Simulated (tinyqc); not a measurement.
Worked calculation: ROHF in the sto-6g basis, for LiH, spin multiplicity 3. One step of it, computed by the program tinyqc.

Task: Iteration 3: diagonalisation and new density. Diagonalise F' = X^T F X, C = X C', fill 3 alpha and 1 beta electrons from the bottom; D(s) = C_occ C_occ^T. Each column has its largest component positive (the first on a tie).

effective F (hartree), order 1Li 1s, 1Li 2s, 1Li 2px, 1Li 2py, 1Li 2pz, 2H 1s:
$$\begin{pmatrix}
-2.358857 & -0.611311 & 0.003071 & 0.000963 & -0.012253 & -0.007001 \\
-0.611311 & -0.105197 & -0.002347 & -0.005806 & 0.037223 & -0.031168 \\
0.003071 & -0.002347 & 0.177759 & -0.000715 & 0.017224 & 0.002557 \\
0.000963 & -0.005806 & -0.000715 & 0.182209 & -0.004819 & -0.005892 \\
-0.012253 & 0.037223 & 0.017224 & -0.004819 & 0.135406 & -0.054917 \\
-0.007001 & -0.031168 & 0.002557 & -0.005892 & -0.054917 & -0.202684
\end{pmatrix}$$

X, order 1Li 1s, 1Li 2s, 1Li 2px, 1Li 2py, 1Li 2pz, 2H 1s:
$$\begin{pmatrix}
1.021890 & -0.123018 & 0.000000 & 0.000000 & -0.001292 & 0.009099 \\
-0.123018 & 1.026549 & 0.000000 & 0.000000 & 0.007228 & -0.056995 \\
0.000000 & 0.000000 & 1.000000 & 0.000000 & 0.000000 & 0.000000 \\
0.000000 & 0.000000 & 0.000000 & 1.000000 & 0.000000 & 0.000000 \\
-0.001292 & 0.007228 & 0.000000 & 0.000000 & 1.010832 & -0.085886 \\
0.009099 & -0.056995 & 0.000000 & 0.000000 & -0.085886 & 1.015459
\end{pmatrix}$$

Give: F' = X^T F X; orbital energies; coefficients C; D(alpha) after iteration 3; D(beta) after iteration 3.

Result:

F' = X^T F X (hartree):
$$\begin{pmatrix}
-2.3112 & -0.3409 & 0.0034 & 0.0017 & -0.0189 & 0.0100 \\
-0.3409 & 0.0114 & -0.0028 & -0.0058 & 0.0462 & -0.0254 \\
0.0034 & -0.0028 & 0.1778 & -0.0007 & 0.0172 & 0.0013 \\
0.0017 & -0.0058 & -0.0007 & 0.1822 & -0.0044 & -0.0052 \\
-0.0189 & 0.0462 & 0.0172 & -0.0044 & 0.1470 & -0.0535 \\
0.0100 & -0.0254 & 0.0013 & -0.0052 & -0.0535 & -0.1945
\end{pmatrix}$$

orbital energies (hartree): MO1 -2.3603, MO2 -0.2042, MO3 0.0379, MO4 0.1638, MO5 0.1815, MO6 0.1940

coefficients C, order 1Li 1s, 1Li 2s, 1Li 2px, 1Li 2py, 1Li 2pz, 2H 1s:
$$\begin{pmatrix}
0.9940 & -0.0088 & -0.2394 & 0.0951 & -0.0006 & -0.0711 \\
0.0243 & 0.0207 & 0.9339 & -0.3562 & 0.0034 & 0.2685 \\
-0.0012 & -0.0090 & 0.0724 & 0.6675 & 0.3908 & 0.6296 \\
-0.0003 & 0.0161 & 0.0247 & -0.1967 & 0.9116 & -0.3599 \\
0.0048 & 0.0583 & -0.4135 & -0.6437 & 0.1284 & 0.6512 \\
-0.0023 & 0.9860 & -0.0243 & 0.1980 & -0.0403 & -0.1680
\end{pmatrix}$$

D(alpha) after iteration 3, order 1Li 1s, 1Li 2s, 1Li 2px, 1Li 2py, 1Li 2pz, 2H 1s:
$$\begin{pmatrix}
1.0454 & -0.1996 & -0.0185 & -0.0064 & 0.1033 & -0.0051 \\
-0.1996 & 0.8732 & 0.0674 & 0.0234 & -0.3848 & -0.0024 \\
-0.0185 & 0.0674 & 0.0053 & 0.0016 & -0.0305 & -0.0106 \\
-0.0064 & 0.0234 & 0.0016 & 0.0009 & -0.0093 & 0.0153 \\
0.1033 & -0.3848 & -0.0305 & -0.0093 & 0.1744 & 0.0675 \\
-0.0051 & -0.0024 & -0.0106 & 0.0153 & 0.0675 & 0.9728
\end{pmatrix}$$

D(beta) after iteration 3, order 1Li 1s, 1Li 2s, 1Li 2px, 1Li 2py, 1Li 2pz, 2H 1s:
$$\begin{pmatrix}
0.9880 & 0.0242 & -0.0012 & -0.0003 & 0.0048 & -0.0023 \\
0.0242 & 0.0006 & 0.0000 & 0.0000 & 0.0001 & -0.0001 \\
-0.0012 & 0.0000 & 0.0000 & 0.0000 & 0.0000 & 0.0000 \\
-0.0003 & 0.0000 & 0.0000 & 0.0000 & 0.0000 & 0.0000 \\
0.0048 & 0.0001 & 0.0000 & 0.0000 & 0.0000 & 0.0000 \\
-0.0023 & -0.0001 & 0.0000 & 0.0000 & 0.0000 & 0.0000
\end{pmatrix}$$
